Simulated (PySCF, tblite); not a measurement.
# ethanesulfonic acid (C2H6O3S): isotopologues and vibrational averages

How do isotopes change the rotational constants and shieldings of ethanesulfonic acid (C2H6O3S) (`CCS(=O)(=O)O`)?

Computed with tblite 0.8.0 (tight binding) and PySCF 2.14.0 (DFT, with response routines of our own); each step states its level. Atoms count from 0 throughout.

## 1. The starting structure

12 atoms, charge 0, multiplicity 1; geometry from: force field or distance geometry start.

Bonds of the start (Å): C0–C1 1.51, C0–H6 1.09, C0–H7 1.12, C0–H8 1.12, C1–H10 1.15, C1–H9 1.16, C1–S2 1.69, O5–H11 1.01, S2–O3 1.51, S2–O4 1.49, S2–O5 1.71.

## 2. GFN2-xTB relaxation, lowest of a short conformer search

What the job is given:

```
{"job": {"xc": "GFN2-xTB", "basis": "xTB", "kind": "relax"}, "charge": 0, "multiplicity": 1}
C      1.499200    -0.147000    -0.429600
C      0.405000    -0.008800     0.598000
S     -1.117600     0.524200     0.104300
O     -2.075100     0.452700     1.265800
O     -1.065500     1.931300    -0.375100
O     -1.883800    -0.442100    -1.075800
H      1.351100    -1.119700    -0.909700
H      1.403500     0.672900    -1.183000
H      2.514900    -0.144100     0.037600
H      0.831200     0.655600     1.443000
H      0.270000    -1.024700     1.125900
H     -2.128000    -1.353200    -0.705400
```

Command:

```bash
OMP_NUM_THREADS=1 python ens_run.py task.json out
```

One launch serves the whole session.

The log of the run:

```text
step      E/eV     max force
  0    -618.83473    7.837
  1    -619.64116    2.198
  2    -619.75396    1.131
  3    -619.82909    0.845
  4    -619.93109    0.998
  5    -619.96156    0.780
  6    -619.97930    0.511
  7    -619.98931    0.465
  8    -620.00439    0.528
  9    -620.01809    0.398
 10    -620.02597    0.248
 11    -620.03440    0.285
 12    -620.04209    0.298
 13    -620.05014    0.305
 14    -620.05780    0.241
 15    -620.06464    0.263
 16    -620.07150    0.306
 17    -620.07809    0.245
 18    -620.08420    0.191
 19    -620.08751    0.150
 20    -620.09019    0.157
 21    -620.09341    0.158
 22    -620.09662    0.165
 23    -620.09931    0.142
 24    -620.10159    0.136
 25    -620.10364    0.151
 26    -620.10509    0.093
 27    -620.10587    0.118
 28    -620.10641    0.081
 29    -620.10691    0.069
 30    -620.10760    0.056
 31    -620.10794    0.056
 32    -620.10829    0.055
 33    -620.10860    0.054
 34    -620.10901    0.059
 35    -620.10947    0.063
 36    -620.11002    0.070
 37    -620.11069    0.076
 38    -620.11158    0.091
 39    -620.11266    0.102
 40    -620.11369    0.081
 41    -620.11447    0.076
 42    -620.11505    0.065
 43    -620.11560    0.084
 44    -620.11611    0.080
 45    -620.11632    0.094
 46    -620.11674    0.038
 47    -620.11693    0.039
 48    -620.11716    0.030
 49    -620.11730    0.036
 50    -620.11749    0.042
 51    -620.11761    0.033
 52    -620.11769    0.021
 53    -620.11775    0.019
 54    -620.11782    0.027
 55    -620.11792    0.034
 56    -620.11802    0.027
 57    -620.11807    0.018
 58    -620.11809    0.016
 59    -620.11812    0.017
 60    -620.11816    0.023
 61    -620.11821    0.022
 62    -620.11824    0.014
 63    -620.11826    0.013
 64    -620.11828    0.017
 65    -620.11833    0.033
 66    -620.11842    0.047
 67    -620.11855    0.047
 68    -620.11870    0.031
 69    -620.11884    0.032
 70    -620.11897    0.032
 71    -620.11911    0.046
 72    -620.11923    0.036
 73    -620.11928    0.020
 74    -620.11931    0.015
 75    -620.11933    0.020
 76    -620.11936    0.018
 77    -620.11938    0.011
 78    -620.11939    0.006
 79    -620.11939    0.003
```

It took 0.38 s on 1 thread of Arm Neoverse V1, shared host.

Gain 1.285 eV; displacement 0.29 Å root mean square.

## 3. Tight optimisation and Hessian

What the job is given:

```
{"job": {"xc": "PBE0", "basis": "pcSseg-1", "grid": 2, "temperatures": [298.15, 300], "kind": "geom"}, "charge": 0, "multiplicity": 1}
C      1.427073    -0.092083    -0.429137
C      0.477688    -0.054738     0.741808
S     -1.116843     0.491884     0.109246
O     -2.114721     0.453382     1.136974
O     -0.955370     1.688930    -0.645936
O     -1.462740    -0.724536    -0.904271
H      1.090816    -0.826992    -1.155696
H      1.433065     0.883165    -0.908950
H      2.437847    -0.341629    -0.113248
H      0.766018     0.672224     1.494626
H      0.308586    -1.023084     1.199922
H     -2.286626    -1.129267    -0.629447
```

The log of the run:

```text
step   0  E = -19132.5764637 eV  max force = 1.48844
step   1  E = -19132.7065059 eV  max force = 0.43453
step   2  E = -19132.7087579 eV  max force = 0.34219
step   3  E = -19132.7081244 eV  max force = 0.69661
step   4  E = -19132.7043191 eV  max force = 0.69144
step   5  E = -19132.7137819 eV  max force = 0.31488
step   6  E = -19132.7145819 eV  max force = 0.18470
step   7  E = -19132.7156625 eV  max force = 0.06665
step   8  E = -19132.7159648 eV  max force = 0.04030
step   9  E = -19132.7161418 eV  max force = 0.06764
step  10  E = -19132.7163144 eV  max force = 0.07833
step  11  E = -19132.7164561 eV  max force = 0.03232
step  12  E = -19132.7165208 eV  max force = 0.02107
step  13  E = -19132.7165283 eV  max force = 0.01081
step  14  E = -19132.7165313 eV  max force = 0.00124
step  15  E = -19132.7165313 eV  max force = 0.00124
step  16  E = -19132.7165314 eV  max force = 0.00060
harmonic wavenumbers (cm-1): 93.2 173.0 214.9 221.3 314.7 363.6 432.3 466.6 522.7 697.3 776.2 818.4 996.4 1062.0 1087.6 1112.9 1170.2 1262.3 1312.4 1383.4 1409.1 1449.9 1483.0 1496.5 3068.1 3085.1 3144.0 3154.5 3168.6 3770.4
```

Wall time 17 min (1 thread of Arm Neoverse V1, shared host); peak memory 0.68 GiB.

## 4. Displacements along the modes, parent

What the job is given:

```
{"job": {"xc": "PBE0", "basis": "pcSseg-1", "grid": 2, "temperatures": [298.15, 300], "kind": "vib", "mass_numbers": [12, 12, 32, 16, 16, 16, 1, 1, 1, 1, 1, 1]}, "charge": 0, "multiplicity": 1}
C      1.476174    -0.093892    -0.440787
C      0.449605    -0.036947     0.670488
S     -1.164784     0.504151     0.120526
O     -2.111665     0.399801     1.226350
O     -1.015985     1.722623    -0.653012
O     -1.546315    -0.695619    -0.934446
H      1.190760    -0.821478    -1.206468
H      1.590871     0.884324    -0.916462
H      2.444283    -0.393071    -0.026430
H      0.713678     0.691407     1.446023
H      0.285157    -1.002943     1.158377
H     -2.306985    -1.161100    -0.548267
```

The log of the run:

```text
mode    cm-1    km/mol   phi_rrr   E(+)/cm-1  E(-)/cm-1
  1     93.19     0.94     -25.3      22.24      20.94
  2    173.03    52.36     126.2     116.06     107.65
  3    214.91    30.97     -48.2      53.64      57.39
  4    221.31     2.89     -37.2      48.95      50.48
  5    314.73     5.16      -1.5      57.43      56.89
  6    363.57    25.59       8.1      66.60      65.64
  7    432.34    15.15      22.3      78.67      77.14
  8    466.62    20.55      11.4      84.63      83.46
  9    522.67    42.05      10.8      94.51      93.75
 10    697.27    34.71     108.8     129.42     121.83
 11    776.22    32.70     -14.3     140.31     141.06
 12    818.42   216.99     106.0     151.49     143.65
 13    996.40     2.30     -89.5     176.41     182.83
 14   1061.96     5.49       0.9     191.31     191.87
 15   1087.63    18.14     -91.7     192.74     199.50
 16   1112.86    22.16     100.9     205.13     197.91
 17   1170.21   212.90    -170.4     204.78     216.85
 18   1262.34     6.77      -2.5     227.68     227.34
 19   1312.39    16.36      -1.6     236.76     236.75
 20   1383.37   226.30      24.4     250.13     248.27
 21   1409.08    20.37     -60.1     251.76     255.99
 22   1449.94     8.33     -84.8     258.13     264.31
 23   1482.96    12.36     -10.9     266.58     267.37
 24   1496.51    13.38      66.4     271.85     267.07
 25   3068.11     9.99   -1048.3     516.22     591.63
 26   3085.15     3.03   -1338.8     509.96     606.19
 27   3143.99     0.39     375.6     581.49     554.79
 28   3154.52     3.55     591.3     591.64     549.16
 29   3168.65     2.01    -263.3     563.06     581.94
 30   3770.41   161.09    2559.0     778.84     595.18
```

Run time: 18 min. Hardware: 1 thread of Arm Neoverse V1, shared host; peak memory 0.68 GiB.

## 5. Displacements along the modes, 2H at atom 8

The job, as its differences from that of step 4:

```diff
@@ -1,2 +1,2 @@
-{"job": {"xc": "PBE0", "basis": "pcSseg-1", "grid": 2, "temperatures": [298.15, 300], "kind": "vib", "mass_numbers": [12, 12, 32, 16, 16, 16, 1, 1, 1, 1, 1, 1]}, "charge": 0, "multiplicity": 1}
+{"job": {"xc": "PBE0", "basis": "pcSseg-1", "grid": 2, "temperatures": [298.15, 300], "kind": "vib", "mass_numbers": [12, 12, 32, 16, 16, 16, 1, 1, 2, 1, 1, 1]}, "charge": 0, "multiplicity": 1}
 C      1.476174    -0.093892    -0.440787
```

The log of the run:

```text
mode    cm-1    km/mol   phi_rrr   E(+)/cm-1  E(-)/cm-1
  1     92.93     0.97     -25.5      22.02      20.76
  2    171.34    45.65    -106.8      92.23      99.05
  3    191.43     7.49       9.6      49.33      49.34
  4    212.93    32.59      77.8      59.07      54.04
  5    310.86     5.48       0.7      56.00      56.72
  6    361.96    25.43      -7.9      65.38      66.31
  7    431.41    14.77     -21.8      76.99      78.49
  8    464.88    21.49     -10.4      83.17      84.29
  9    513.15    32.37     -12.3      91.99      92.88
 10    671.68    47.12      70.2     123.44     118.57
 11    763.76    48.96      40.0     139.55     136.92
 12    799.81   151.92      70.8     146.95     141.69
 13    887.85    43.77      17.4     160.48     159.29
 14   1043.07     4.80       0.9     187.79     188.45
 15   1076.70     7.41    -231.7     185.70     202.52
 16   1109.42    34.21     140.0     206.74     196.65
 17   1166.71   191.48     165.5     216.03     204.31
 18   1225.61     9.89      -1.0     220.62     221.10
 19   1270.66    32.58     -12.6     228.56     229.53
 20   1328.28    46.04       4.4     239.45     239.39
 21   1337.70     3.35      -7.3     240.97     241.44
 22   1391.63   209.57     -23.8     249.80     251.67
 23   1448.96     9.80     -85.5     257.93     264.17
 24   1477.66    10.60     -74.5     263.50     268.88
 25   2288.48     3.40    1215.9     458.60     371.25
 26   3084.68     1.36    1282.5     603.89     511.70
 27   3105.39     5.84   -1224.2     517.39     605.40
 28   3143.97     0.32     382.2     581.72     554.54
 29   3168.41     2.00      93.4     575.75     569.07
 30   3770.41   161.11   -2559.0     595.18     778.84
```

Wall time 17 min (1 thread of Arm Neoverse V1, shared host); peak memory 0.68 GiB.

## 6. Vibrational averages by isotopologue

What the job is given:

```
{"job": {"xc": "PBE0", "basis": "pcSseg-1", "grid": 2, "temperatures": [298.15, 300], "kind": "iso"}, "charge": 0, "multiplicity": 1}
C      1.476174    -0.093892    -0.440787
C      0.449605    -0.036947     0.670488
S     -1.164784     0.504151     0.120526
O     -2.111665     0.399801     1.226350
O     -1.015985     1.722623    -0.653012
O     -1.546315    -0.695619    -0.934446
H      1.190760    -0.821478    -1.206468
H      1.590871     0.884324    -0.916462
H      2.444283    -0.393071    -0.026430
H      0.713678     0.691407     1.446023
H      0.285157    -1.002943     1.158377
H     -2.306985    -1.161100    -0.548267
```

The log of the run:

```text
parent
  Be/MHz 4481.058 2407.634 2402.968
  B0/MHz 4462.545 2387.648 2377.078
  ZPE/cm-1 19855.4
  <sigma>(0 K)/ppm 171.243 125.474 147.179 67.818 71.977 104.515 29.212 29.113 29.555 27.889 27.856 26.379
2H at atom 8
  Be/MHz 4469.88 2289.659 2288.08
  B0/MHz 4451.64 2270.588 2264.701
  ZPE/cm-1 19155.9
  <sigma>(0 K)/ppm 171.489 125.533 147.205 67.840 71.901 104.669 29.226 29.129 29.678 27.895 27.862 26.386
```

It took 52 min on 1 thread of Arm Neoverse V1, shared host; peak memory 0.68 GiB. This counts the whole study up to here.

Rotational constants (MHz) at equilibrium and in the ground state:

```tsv
isotopologue	Be	B0	zero-point change (cm⁻¹)
parent	4481.1, 2407.6, 2403.0	4462.5, 2387.6, 2377.1	0.0
2H at atom 8	4469.9, 2289.7, 2288.1	4451.6, 2270.6, 2264.7	-699.5
```

Shieldings of the first species (ppm): at equilibrium, the vibrational parts at 0 K, and the averages:

```tsv
atom	equilibrium	anharmonic	harmonic	0 K	298.15 K	300 K
C0	175.56	0.59	-4.91	171.24	170.89	170.89
C1	129.98	-1.46	-3.05	125.47	125.32	125.32
S2	156.01	-4.39	-4.44	147.18	145.26	145.23
O3	80.71	-1.74	-11.15	67.82	64.77	64.74
O4	87.28	-9.95	-5.35	71.98	65.83	65.77
O5	121.02	7.35	-23.85	104.52	98.28	98.22
H6	29.89	0.14	-0.81	29.21	29.21	29.21
H7	29.82	0.12	-0.84	29.11	29.07	29.07
H8	30.24	0.10	-0.78	29.55	29.54	29.54
H9	28.54	-0.06	-0.59	27.89	27.89	27.89
H10	28.60	-0.15	-0.60	27.86	27.74	27.74
H11	26.99	0.80	-1.41	26.38	26.26	26.26
```

Isotope effects on the shieldings at 0 K (ppb; positive means more shielded):

```tsv
atom	2H at atom 8
C0	246
C1	59
S2	26
O3	22
O4	-75
O5	154
H6	14
H7	16
H8	124
H9	6
H10	6
H11	7
```

## 7. What came out

| quantity | value |
| --- | --- |
| point group | C1 |
| B0 of the first species | 4462.5, 2387.6, 2377.1 MHz |
| zero-point energy | 19855 cm⁻¹ |
| zero-point change of σ(O5) | -16.51 ppm |

Zero-point motion changes the shielding of O5 most, by -16.51 ppm. The largest secondary isotope effect is 246 ppb on C0, 1 bond from the change (2H at atom 8). The lowest mode is soft, where perturbation theory is least sure. Internal rotors are held in one well.
